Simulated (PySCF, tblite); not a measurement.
# C₃H₄ (triplet): geometry, infrared bands and EPR parameters

Aim: predict the infrared bands and EPR parameters of C₃H₄ (triplet) (`[CH]C=C`).

Programs: tblite 0.8.0 and PySCF 2.14.0, with density-fitted response routines of our own. Each step states its level of theory. These are calculated values for one molecule in the gas phase, unless marked as measured. Atoms count from 0, in the outputs and in this text.

**1. The molecule as given**

7 atoms, charge 0, multiplicity 3; geometry from: force field or distance geometry start.

Bonds of the start (Å): C0–C1 1.40, C1–C2 1.35, C0–H3 1.08, C1–H4 1.10, C2–H5 1.07, C2–H6 1.09.

**2. Geometry optimisation with GFN2-xTB**

The job: settings as JSON, then the geometry in Å.

```
{"job": {"kind": "relax", "xc": "GFN2-xTB", "basis": "xTB"}, "charge": 0, "multiplicity": 3}
C     -1.239200     0.142600    -0.500300
C     -0.180100    -0.460000     0.189600
C      0.945400     0.214300     0.492000
H     -2.055500     0.610400    -1.033100
H     -0.276000    -1.506200     0.504300
H      1.747200    -0.257100     1.021000
H      1.061600     1.260900     0.199000
```

Run with:

```
$ OMP_NUM_THREADS=1 python probes_run.py task.json out
```

One launch serves the whole session: the jobs run in the order shown.

**Question.** This job is followed by: GFN2-xTB harmonic vibrations, gas phase; UKS B3LYP, pcH-1 on C H, non-relativistic, mean-field spin-orbit, GIAO. What will the session give for the following? strongest single infrared mode (GFN2-xTB); zero-point energy (GFN2-xTB); D, E (B3LYP); g(iso) (B3LYP); ⟨S²⟩; largest a(iso); potential on the surface of density 0.002 e/bohr³, 1st and 99th percentile.

**Answer**, as computed:

```
                                                                  quantity                 value
                                 strongest single infrared mode (GFN2-xTB)  3154 cm⁻¹, 31 km/mol
                                              zero-point energy (GFN2-xTB)         32.3 kcal/mol
                                                              D, E (B3LYP)     0.409, 0.015 cm⁻¹
                                                            g(iso) (B3LYP)               2.00238
                                                                      ⟨S²⟩    2.036 (exact 2.00)
                                                            largest a(iso)  13C on C0, 203.6 MHz
potential on the surface of density 0.002 e/bohr³, 1st and 99th percentile    -0.54 V and 1.08 V
```

**Reading.** Relaxing lowered the energy by 0.305 eV in 27 steps; the close pair that moved most is C0–C1, from 1.400 to 1.341 Å. All 15 modes are real, so the xTB geometry is a minimum. The strongest single mode, at 3154 cm⁻¹, moves mainly H6 and H5. Unscaled tight-binding wavenumbers are off by several per cent, some by more. Its intensities can rank the bands wrongly. C0 carries the largest spin population, 1.61 e. The isotropic g lies 0.1 ppt above the free-electron value. The triplet studied here may not be the ground state; the singlet was not compared. The conformer search found further structures of the same energy, which may be mirror or relabelled copies of this one.
